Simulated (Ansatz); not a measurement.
For SiSe2 (Ibam, No. 72), LDA (Ansatz, a first-principles code, PAW) gives:

bulk modulus B0: 12.8 GPa
cohesive energy: 4.49 eV/atom

Q: What does PBE in Ansatz (PAW) give for the same quantities?

A: 
- bulk modulus: 1.16 GPa (falls by 91 %)
- cohesive energy: 3.73 eV/atom (decreases by 0.76 eV/atom)

Changes are worked out from the printed values.

Unless a cell is named, each level is at its own relaxed cell (LDA 25.95, PBE 36.75 Å³/atom).

Caveats: the bulk modulus is −V dP/dV from two relaxed cells at ±2 % in volume (LDA, PBE); the cell is over a tenth larger than the published one: the level's own overestimate first of all, though another phase or state, or a fault of the published cell, is possible (PBE). Ansatz's density-functional and Hartree–Fock values are scalar-relativistic unless marked +SOC, with PAW data made under PBE.
